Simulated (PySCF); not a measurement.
AlO⁺, triplet in 6-31G: errors against full CI

Geometry: a point of a stretch scan, not a stationary point.

| atom | x (Å) | y (Å) | z (Å) |
| --- | --- | --- | --- |
| Al | 0.0000 | 0.0000 | 0.0000 |
| O | 0.0000 | 0.0000 | 5.8690 |

Basis 6-31G; PySCF 2.14.0. Only valence electrons are correlated (noble-gas cores frozen), which leaves 8 electrons in 16 orbitals. Prefix R: restricted or restricted open-shell reference; prefix U: unrestricted.

Full CI is exact within this basis and frozen core; it isn't the basis-set limit. The frozen core follows each run's orbitals, which can shift R against U totals by a few meV.

```
UHF ⟨S²⟩                          : 2.004
T1 diagnostic (ROHF- or RHF-based CCSD)             : 0.0102
largest doubles amplitude (ROHF- or RHF-based CCSD) : 0.119
T1 diagnostic (UCCSD)             : 0.0053
```

```
   level  E − E(RHF) (eV)
     UHF          -0.0568
    RMP2          -1.9775
    UMP2          -1.9968
   RCCSD          -2.6540
   UCCSD          -2.6553
RCCSD(T)          -2.6633
UCCSD(T)          -2.6644
```

Problem. Estimate how far full CI in 6-31G lies from RCCSD(T). The table doesn't fix it; the size of (T) and the diagnostics are the guide.

Solution. Full CI in 6-31G lies 0.3 kJ/mol below RCCSD(T), which is 28 % of the (T) step (-0.9 kJ/mol). The diagnostics give no warning, yet the rest is a sizeable part of (T).

The other levels:

| level | E − E(full CI) (kJ/mol) | share of correlation (%) | wall time |
| --- | --- | --- | --- |
| RCCSDT | 0.1 | 99.97 | 2.5 s |
| UCCSDT | 0.0 | 100.01 | 1.9 s |

The correlation energy at full CI, counted from RHF, is -2.666 eV. The search over symmetries took 23 s on 1 thread of Intel Xeon, shared host; the state has 612,960 determinants.

Times are those of the correlated step on a shared host, with one SCF added for the restricted CCSD run; they ran on 1 thread of Intel Xeon.

The full-CI state has the irrep A2 of C2v, in the program's axes (one component, if the state is degenerate).

Natural occupations of full CI about the gap: 1.989 1.983 1.879 0.995 0.995 0.040 0.040 0.040 0.016 0.010; effectively unpaired electrons, Σ n²(2−n)², 2.07.
